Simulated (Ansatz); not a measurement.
**Worked example: HGa–C–O⁺, doublet against HGa–C–O, triplet**

Geometry (PBE0/def2-TZVP stationary point of a triplet), kept for both states (HGa–C–O, triplet: A''; HGa–C–O⁺, doublet: A'):

```tsv
atom	x (Å)	y (Å)	z (Å)
Ga	0.0000	-0.0426	0.7222
C	0.0000	0.1356	-1.2030
O	0.0000	0.0054	-2.3455
H	0.0000	1.2439	1.6068
```

Basis cc-pVDZ; Ansatz 0.2.0. Only valence electrons are correlated (noble-gas cores and the filled d shells of p-block atoms frozen). R marks a restricted (for open shells ROHF) determinant, U an unrestricted one. No spin–orbit coupling is included, and no scalar relativity.

Full CI isn't at hand for all of this; UCCSDT(Q) serves as the reference, and is uncertain by the last step of the cluster series or more.

```csv
level,"E(HGa–C–O, triplet) (hartree)","E(HGa–C–O⁺, doublet) (hartree)"
UHF,-2036.473248,-2036.224688
UMP2,-2036.813859,-2036.564439
UCCSD(T),-2036.844976,-2036.590982
PBE,-2038.261717,-2037.991715
B3LYP,-2038.724538,-2038.454630
UCCSDT(Q),-2036.847545,-2036.593361
```

Give the vertical gap, HGa–C–O⁺ doublet less HGa–C–O triplet, at each level in eV (1 hartree = 27.2114 eV), and each error against UCCSDT(Q).

UCCSDT(Q): (-2036.593361 − (-2036.847545)) × 27.2114 = 6.917 eV (the reference)
B3LYP: (-2038.454630 − (-2038.724538)) × 27.2114 = 7.345 eV, error 0.428 eV
PBE: (-2037.991715 − (-2038.261717)) × 27.2114 = 7.347 eV, error 0.430 eV
UCCSD(T): (-2036.590982 − (-2036.844976)) × 27.2114 = 6.912 eV, error -0.005 eV
UMP2: (-2036.564439 − (-2036.813859)) × 27.2114 = 6.787 eV, error -0.130 eV
UHF: (-2036.224688 − (-2036.473248)) × 27.2114 = 6.764 eV, error -0.153 eV

Total energies of functionals can't be set beside those of wave-function methods, since they hold the core's correlation and their own absolute errors; only the differences compare.

In so small a basis the reference is far from its limit while semilocal and hybrid functionals are nearer theirs, so the functionals' errors here hold much of the reference's basis and frozen-core error, which can add to them or hide them.

Each level lands on the state that its own search finds. T1 diagnostics of restricted CCSD: 0.026 and 0.025.
